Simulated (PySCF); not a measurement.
Frontier orbitals and the lowest excitations

Compound: C₅H₆.
Z-matrix (Å and degrees, PBE0-D3(BJ)/def2-SVP geometry), rows numbered from 1:
```
C 
C   1  1.3414
C   2  1.4345  1  122.81
C   3  1.3049  2  151.88  1  -179.77
C   4  1.4971  3   64.29  2   179.81
H   1  1.0939  2  120.82  3    -0.01
H   1  1.0924  2  121.48  3   179.98
H   2  1.0955  1  120.34  3  -179.99
H   4  1.0868  3  150.31  5  -179.87
H   5  1.1028  3  119.63  4   106.38
H   5  1.1028  3  119.68  4  -106.32
```

Level of theory: PySCF 2.14.0, density-fitted response routines, TDDFT PBE0/def2-SVPD, vertical, gas phase, core orbitals frozen in the response.

Kohn–Sham orbitals with the atoms that hold most of them (Löwdin shares over 4%, at most four atoms; ? is withheld):

| orbital | ε (eV) | atoms |
| --- | --- | --- |
| HOMO-3 | -9.65 | C4 33%, C3 25%, C5 19%, C2 6% |
| HOMO-2 | -8.94 | C2 33%, C1 22%, C3 17%, C5 10% |
| HOMO-1 | -8.41 | ? |
| HOMO | -6.61 | C4 26%, C3 19%, C1 17%, C5 12% |
| LUMO | -1.15 | ? |
| LUMO+1 | 1.05 | C1 21%, C5 14%, C2 12%, C4 12% |
| LUMO+2 | 1.38 | C4 24%, H9 20%, H6 12%, H8 12% |

(1) Which atoms hold the HOMO-1, and with what shares?

(2) Which atoms hold the LUMO, and with what shares?

(3) How does S1 compare with the orbital gap of 5.47 eV?

(4) One configuration dominates each of S1, S2 and S3. Which, and how do the shares of the two leading atoms of either orbital change from the occupied to the empty one?

## Answers

(1) C5 (bonded to 2 C and 2 H) 39%; C3 (bonded to 3 C) 20%; C4 (bonded to 2 C and H) 17%; C2 (bonded to 2 C and H) 8%.

(2) C1 (bonded to C and 2 H) 29%; C4 (bonded to 2 C and H) 22%; C2 (bonded to 2 C and H) 19%; C3 (bonded to 3 C) 14%.

(3) S1 is at 5.09 eV (f = 0.350), 0.37 eV below the gap, made of HOMO→LUMO (95%). Without the coupling terms of the response equations the lowest excitation would equal the gap.

(4) 
- S1 (5.09 eV, f 0.350), HOMO→LUMO (95%): C4 26% → 22%, C3 19% → 14%, C1 17% → 29%
- S2 (5.65 eV, f 0.0006), HOMO-1→LUMO (99%): C5 39% → at most 15%, C3 20% → 14%, C1 at most 9% → 29%, C4 17% → 22%
- S3 (6.51 eV, f 0.011), HOMO→LUMO+1 (98%): C4 26% → 12%, C3 19% → at most 12%, C1 17% → 21%, C5 12% → 14%

One conformer stands for the species.
